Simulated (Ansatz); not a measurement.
Two isomers of C4H8O: A = `OCC1CC1`, B = `C=C(C)CO`.

Isolated molecules relaxed with PBE0-D4/def2-TZVP in Ansatz; ΔE leaves out vibrations. CCSD(T)/CBS adds triple-zeta CCSD(T) − MP2 to the extrapolated MP2 energy (def2 sets, frozen cores). Functionals use def2-TZVPP. B3LYP here is the variant with VWN-RPA as its local correlation; programs differ in this. One conformer a species, not always the lowest.

A:

Z-matrix (Å, degrees):
```
C
C 1 1.498
O 1 1.412 2 112.8
H 1 1.101 2 109.1 3 123.9
H 1 1.093 2 110.7 3 -118.3
C 2 1.502 1 118.9 3 -83.2
C 2 1.495 1 119.6 3 -153.1
H 2 1.085 1 114.6 3 60.8
H 3 0.961 1 107.5 2 50.6
H 6 1.083 2 118.5 1 142.5
H 6 1.085 2 117.8 1 -2.3
H 7 1.082 2 118.2 1 -143.5
H 7 1.084 2 117.6 1 0.6
```

B:

Z-matrix (Å, degrees):
```
C
C 1 1.494
H 1 1.093 2 110.6
H 1 1.095 2 110.4 3 -117.6
H 1 1.090 2 111.7 3 121.6
C 2 1.501 1 116.1 3 53.9
C 2 1.329 1 123.3 3 -125.6
O 6 1.416 2 112.5 1 -60.0
H 6 1.095 2 110.1 1 57.0
H 6 1.097 2 109.9 1 175.5
H 7 1.085 2 121.2 1 -180.0
H 7 1.085 2 121.7 1 -0.6
H 8 0.961 6 107.6 2 -60.0
```

Which is lower in electronic energy at CCSD(T)/CBS, and by how much? (Best estimate.)

Ansatz gave: B, by 33.2 kJ/mol.

Give E(B) − E(A) in kJ/mol with CCSD/def2-TZVPP, MP2/def2-TZVPP, PBE0-D4, CCSD(T)/def2-TZVPP, HF/def2-TZVPP, r2SCAN-D4, B3LYP-D4. (Best estimate.)

The calculation gave: CCSD/def2-TZVPP -30.5, MP2/def2-TZVPP -22.6, PBE0-D4 -18.5, CCSD(T)/def2-TZVPP -32.2, HF/def2-TZVPP -40.5, r2SCAN-D4 -26.1, B3LYP-D4 -40.9. None reverses the order clearly.

Largest T1 diagnostic: 0.010.

From PBE to PBE0 (25 % exact exchange), in def2-TZVPP and without D4, E(B) − E(A) moves by +7.1 kJ/mol. In def2-TZVPP, CCSD(T) changes the Hartree–Fock value by +8.3 kJ/mol (the triples alone add −1.6 kJ/mol) and MP2 by +17.8 kJ/mol.
